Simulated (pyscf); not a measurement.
`[CH3][CH][F]` [doublet] + `[FH]` -> `[CH3][CH]([F])[F]` + `[H]` [doublet], an atom transfer (doublet surface; F–H broken, C–F formed). Optimised with ωB97X-D3(BJ)/def2-SVP in PySCF. Energies in kcal/mol from the separated reactants.

Small-basis levels: PySCF, no dispersion term, spherical d functions. AM1 to PM7: differences of heats of formation from MOPAC. GFN2-xTB: tblite. Open shells are spin-unrestricted. 

| level | barrier | reaction energy |
|---|---|---|
| MP2/6-31G* | 47.8 | -3.4 |
| PBE/6-31G* | 28.1 | +0.6 |
| B3LYP/STO-3G | 19.0 | +8.7 |
| B3LYP/3-21G | 19.6 | -2.6 |
| B3LYP/LANL2DZ | 36.5 | +18.7 |
| M06-2X/6-31G* | 42.4 | +1.3 |
| B3LYP/6-311+G** | 44.7 | +20.9 |
| GFN2-xTB | 51.9 | -12.5 |
| AM1 | 65.8 | +43.8 |
| ωB97M-D3(BJ)/def2-TZVP | 48.3 | +14.0 |

Against the last row the barrier runs from -29.3 (B3LYP/STO-3G) to +17.5 kcal/mol (AM1). ωB97M-D3(BJ)/def2-TZVP has limits of its own. On the reactant side the descent ends in a complex (not fully relaxed), 4.5 kcal/mol under the separated species and 54.7 kcal/mol under the saddle at ωB97X-D3(BJ)/def2-TZVP. This is the saddle that the search found; another between the same sides may lie lower. The angle at the transferred F is 177°.
